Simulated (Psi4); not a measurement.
**Two attempts at CHP (methylidynephosphane)**

Aim: the energy of CHP (methylidynephosphane) at MP4(SDQ)/jun-cc-pVDZ (density fitting).

Program for the calculation: Psi4 1.11.

8 further runs of the same task are left out: 3 that didn't finish, 5 set aside as unsound or not needed.

### 1 The molecule

The species is CHP (3 atoms), meant as a singlet with charge 0. SMILES: `C#P`. The coordinates come from a GFN2-xTB relaxation.

Bond lengths: C1–P2 1.547 Å, C1–H3 1.056 Å. Angles: P2–C1–H3 179.7°.

### 2 First attempt

File chp.py:

```python
import psi4

psi4.set_memory('1600 MB')
psi4.set_num_threads(1)
psi4.core.set_output_file('psi4.out', False)

mol = psi4.geometry("""
0 1
C     -0.25908145     0.11308121    -0.12555340
P      2.17171106    -0.96882479     1.08509964
H     -1.91262961     0.85574358    -0.95954623
units au
no_reorient
no_com
""")

psi4.set_options(dict(basis='jun-cc-pVDZ', scf_type='df', freeze_core=True, functional='b3lyp'))

E = psi4.energy("mp4(sdq)", molecule=mol)
print('E =', round(E, 9))
```

Launch:

```bash
python chp.py
```

psi4.out:

```text
Error: option FUNCTIONAL is not contained in the list of available options.

Did you mean?
```

On the terminal:

```text
Error: option FUNCTIONAL is not contained in the list of available options.

Did you mean?

Traceback (most recent call last):
  File "chp.py", line 17, in <module>
    psi4.set_options(dict(basis='jun-cc-pVDZ', scf_type='df', freeze_core=True, functional='b3lyp'))
```

It took 0.66 s on 1 thread of INTEL XEON PLATINUM 8581C at 2.30GHz (Emerald Rapids), shared host; peak memory 0.14 GiB.

### 3 Reading the log

The input was rejected.

The telling line is `Error: option FUNCTIONAL is not contained in the list of available options.`. What is wrong: the input text is malformed or holds a word that the program doesn't know.

### 4 Try two

File calc.py:

```python
import psi4

psi4.set_memory('1600 MB')
psi4.set_num_threads(1)
psi4.core.set_output_file('output.dat', False)

m = psi4.geometry("""
0 1
C     -0.25908145     0.11308121    -0.12555340
P      2.17171106    -0.96882479     1.08509964
H     -1.91262961     0.85574358    -0.95954623
units au
no_reorient
no_com
""")

psi4.set_options({
    'basis': 'jun-cc-pVDZ',
    'scf_type': 'df',
    'freeze_core': True,
})

result, w = psi4.energy("mp4(sdq)", molecule=m, return_wfn=True)
print('E =', round(result, 9))
```

Launch:

```bash
python calc.py
```

output.dat:

```text
[...]
  Running in c1 symmetry.
[...]
  Nuclear repulsion =   36.845191639399872
[...]
  Multiplicity = 1
[...]
  Nalpha       = 11
  Nbeta        = 11
[...]
    Number of basis functions: 45
[...]
   @DF-RHF iter   1:  -379.07940340185303   -6.92615e-01   6.13742e-03 DIIS/ADIIS
[...]
   @DF-RHF iter  10:  -379.12819595225551   -2.55795e-12   5.98802e-09 DIIS
[...]
    Orbital Energies [Eh]
    ---------------------
    Doubly Occupied:
       1A    -79.961953     2A    -11.289751     3A     -7.506052
       4A     -5.398933     5A     -5.397482     6A     -5.397482
       7A     -0.972113     8A     -0.737981     9A     -0.496029
      10A     -0.383715    11A     -0.383715
[...]
  @DF-RHF Final Energy:  -379.12819595225551
   => Energetics <=
    Nuclear Repulsion Energy =             36.8451916393998715
    One-Electron Energy =                -596.0963621710470761
    Two-Electron Energy =                 180.1229745793916379
    Total Energy =                       -379.1281959522555098
[...]
 Multipole Moments:
 ------------------------------------------------------------------------------------
     Multipole            Electronic (a.u.)      Nuclear  (a.u.)        Total (a.u.)
 ------------------------------------------------------------------------------------
 L = 1.  Multiply by 2.5417464519 to convert [e a0] to [Debye]
 Dipole X            :        -29.2518309           29.1085476           -0.1432833
 Dipole Y            :         13.0638995          -12.9981410            0.0657584
 Dipole Z            :        -14.6380875           14.5636280           -0.0744595
 Magnitude           :                                                    0.1743517
[...]
      * MP2 total energy:                   -379.378444415995
[...]
      * MP3 total energy:                   -379.387830221147
[...]
```

On the terminal:

```text
E = -379.393718074
```

It took 1.6 s on 1 thread of INTEL XEON PLATINUM 8581C at 2.30GHz (Emerald Rapids), shared host; peak memory 0.25 GiB.

### 5 Results

At MP4(SDQ)/jun-cc-pVDZ (density fitting):

| quantity | value |
| --- | --- |
| total energy | -379.39372 Eh |
| HOMO energy (Hartree–Fock orbitals) | -10.44 eV |
| LUMO energy (Hartree–Fock orbitals) | 1.53 eV |
| HOMO–LUMO gap (Hartree–Fock orbitals) | 11.97 eV |
| correlation energy (6 core orbitals frozen) | -265.5 mEh |
